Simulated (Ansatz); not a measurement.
Al(H2S)H3 (AlH5S): single points at one geometry.

```yaml
crystal:
  periodic: [false, false, false]
  atoms:
    - {symbol: Al, position_ang: [0.122220, -0.209670, -1.062943]}
    - {symbol: S, position_ang: [0.145958, -0.242913, 1.467945]}
    - {symbol: H, position_ang: [0.519841, 1.033739, 1.658085]}
    - {symbol: H, position_ang: [-1.152268, 0.046615, 1.658857]}
    - {symbol: H, position_ang: [1.709813, -0.197958, -1.229604]}
    - {symbol: H, position_ang: [-0.677453, 1.157687, -1.269646]}
    - {symbol: H, position_ang: [-0.668111, -1.587499, -1.222685]}
basis:
  gaussian: {orbitals: def2-TZVP, initial_orbitals: start.molden}
hamiltonian: {xc: {name: wB97X-V}}
scf: {omitted_lower_state_checks: [starts]}
output: {orbitals: {seedname: orbitals}}
```

The file start.molden holds the orbitals of an earlier run on this structure, at another level or in another basis.

```sh
$ ansatz run in.yaml --threads 2 --pin off --events-out ev --progress --plain --max-ram 31744MiB --backend cpu
```

It prints (some lines left out):

```
Functional definition: wB97X-V
750 factors; their error is unknown
213 factors; integrals over basis functions are off by at most 1.6e-5 eV
mean field evaluation 1: about -17511.1614 eV, gradient 2.7e0 eV
mean field evaluation 2: about -17511.1955 eV, gradient 3.1e-2 eV
mean field evaluation 4: about -17511.2191 eV, gradient 2.5e-5 eV
mean field -17511.21914289 eV, -643.5254339704 hartree, gradient 3.0e-5 eV, S^2 0.000000; 0 other end points of the search recorded, 0 dependent functions left out
reference -17511.21914076 eV, -643.5254338924 hartree; 17, 17 occupied and 87, 87 virtual orbitals, 750 factors
Total energy: -17511.21914076 eV, -643.5254338924 hartree
Checks for a lower state left out: starts
```

It took 2.1 s on 2 threads of AMD EPYC 7R13 on a shared host.

As the first input, with `hamiltonian: {xc: {name: r2SCANh}, dispersion: d4}` (abridged; 1.4 s):

```
Functional definition: r2SCANh
mean field -17512.20025890 eV, -643.5614893188 hartree, gradient 5.5e-6 eV, S^2 0.000000
Total energy: -17512.22665797 eV, -643.5624594669 hartree
Checks for a lower state left out: starts
```

The first input with `correlation: {method: mp2}` and without the key `hamiltonian` (abridged; 0.45 s):

```
Functional definition: HF
mean field -17479.53629543 eV, -642.3611108020 hartree, gradient 2.9e-6 eV, S^2 0.000000
10 core orbitals not correlated: weight in the atoms' cores, before any rotation towards them, 1.000 or more for the frozen orbitals, at most 0.000 for the correlated occupied ones
second order -7.47841852 eV of doubles, -0.00000000 eV of singles
Total energy: -17487.01471395 eV, -642.6359376134 hartree
Checks for a lower state left out: starts
```

As the first input, with `hamiltonian: {xc: {name: LC-wPBE}}` (abridged; 0.85 s):

```
Functional definition: LC-wPBE
mean field -17508.77494875 eV, -643.4356114927 hartree, gradient 1.5e-5 eV, S^2 0.000000
Total energy: -17508.77494876 eV, -643.4356114930 hartree
Checks for a lower state left out: starts
```

The first input with `gaussian: {orbitals: def2-SVP, initial_orbitals: start.molden}`, `hamiltonian: {xc: pbe0, dispersion: d4}` (abridged; 0.55 s):

```
Functional definition: PBE0
mean field -17500.67112713 eV, -643.1378015409 hartree, gradient 2.5e-5 eV, S^2 0.000000
Total energy: -17500.76086196 eV, -643.1410992354 hartree
Checks for a lower state left out: starts
```

First input, but with `hamiltonian: {xc: {name: revPBE}, dispersion: d4}` (abridged; 0.6 s):

```
Functional definition: revPBE
mean field -17510.49082426 eV, -643.4986687547 hartree, gradient 6.0e-5 eV, S^2 0.000000
Total energy: -17510.79286559 eV, -643.5097685687 hartree
Checks for a lower state left out: starts
```

The first input with `hamiltonian: {xc: r2scan, dispersion: d4}` (abridged; 1.3 s):

```
Functional definition: r2SCAN
mean field -17512.29352632 eV, -643.5649168332 hartree, gradient 7.4e-6 eV, S^2 0.000000
Total energy: -17512.31811483 eV, -643.5658204445 hartree
Checks for a lower state left out: starts
```

Geometry: PBE0-D4/def2-TZVP.

LC-ωPBE has ω = 0.4 bohr⁻¹. Correlated methods freeze 10 core orbitals.
